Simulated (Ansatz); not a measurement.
Reaction (SMILES): S=C=S → C atom + 2 S atom
B3LYP-D3(BJ)/def2-TZVP geometries, fixed; electronic energies without zero-point terms.

Energies in hartree at wB97M-V with Ansatz (an electronic-structure program); the atomisation energy is their sum with the coefficients shown, times 627.509 kcal/mol a hartree. All functions are spherical. The program fits the integrals of some runs and decomposes those of others, by size. Open shells are unrestricted. The functional holds VV10 correlation; no added dispersion term, no relativity.

```tsv
species	coefficient	part	aug-cc-pV(D+d)Z	aug-cc-pV(T+d)Z	aug-cc-pV(Q+d)Z
S=C=S	-1	wB97M-V	-834.45750	-834.48939	-834.49805
C atom	+1	wB97M-V	-37.84123	-37.84611	-37.84782
S atom	+2	wB97M-V	-398.08774	-398.09862	-398.10127
```

**Question.** Predict the atomisation energy in aug-cc-pV(5+d)Z (X = 5): let each wB97M-V step shrink by the ratio of the last two. Compare with the run.

**Answer.** 
- S=C=S: steps -0.03189 and -0.00866, ratio 0.272, so wB97M-V -834.50041 (run: -834.50072).
- C atom: steps -0.00488 and -0.00171, ratio 0.350, so wB97M-V -37.84842 (run: -37.84824).
- S atom: steps -0.01088 and -0.00265, ratio 0.244, so wB97M-V -398.10192 (run: -398.10230).
Predicted 281.22 kcal/mol; the run in aug-cc-pV(5+d)Z gives 281.05, a miss of 0.17. Keeping the value in aug-cc-pV(Q+d)Z, 280.93, would miss by -0.12. All sums are of the energies as printed.
